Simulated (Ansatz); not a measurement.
# CH6BN: the cost of one run

Program: Ansatz 0.2.0. Level of theory: RKS PBE/def2-mTZVP. These are calculated values, not measurements.

**1. The structure to begin with**

Bond lengths: B1–H2 1.190 Å, B1–N3 1.550 Å, N3–H4 1.060 Å, N3–H5 1.060 Å, B1–C6 1.600 Å, C6–H7 1.110 Å, C6–H8 1.110 Å, C6–H9 1.110 Å. Angles: H2–B1–N3 120.0°, H2–B1–C6 120.0°, N3–B1–C6 120.0°, B1–N3–H4 120.0°, B1–N3–H5 120.0°, H4–N3–H5 120.0°, B1–C6–H7 109.5°, B1–C6–H8 109.5°, B1–C6–H9 109.5°, H7–C6–H8 109.4°, H7–C6–H9 109.4°, H8–C6–H9 109.4°.

Coordinates:

```xyz
9

B     0.0000    0.0000    0.0000
H     0.0000    0.0000    1.1900
N     1.3423    0.0000   -0.7750
H     1.8089   -0.9179   -1.0268
H     1.7937    0.9179   -1.0532
C    -1.3856    0.0000   -0.8000
H    -1.9458   -0.9305   -0.5708
H    -1.9898    0.8797   -0.4946
H    -1.1839    0.0508   -1.8903
```

**2. Relaxing the start**

Contents of input.yaml:

```yaml
crystal:
  periodic: [false, false, false]
  atoms:
    - { symbol: B, position_ang: [0.0, 0.0, 0.0] }
    - { symbol: H, position_ang: [0.0, 0.0, 1.19] }
    - { symbol: "N", position_ang: [1.3423, 0.0, -0.775] }
    - { symbol: H, position_ang: [1.8089, -0.9179, -1.0268] }
    - { symbol: H, position_ang: [1.7937, 0.9179, -1.0532] }
    - { symbol: C, position_ang: [-1.3856, 0.0, -0.8] }
    - { symbol: H, position_ang: [-1.9458, -0.9305, -0.5708] }
    - { symbol: H, position_ang: [-1.9898, 0.8797, -0.4946] }
    - { symbol: H, position_ang: [-1.1839, 0.0508, -1.8903] }
basis:
  gaussian: { orbitals: def2-mTZVP }
hamiltonian:
  xc: pbe
relax:
  f_tol: 0.02
  max_steps: 40
output:
  orbitals: {}
```

Command:

```
> ansatz run input.yaml --threads 1 --pin off --max-ram 2048MiB --backend cpu --events-out ev --progress --plain --runs-dir out
```

**Question.** How long does this run take on 1 thread of Arm Neoverse V2, shared host, and how much memory does it need?

About 20 s, with a peak of 0.13 GiB.
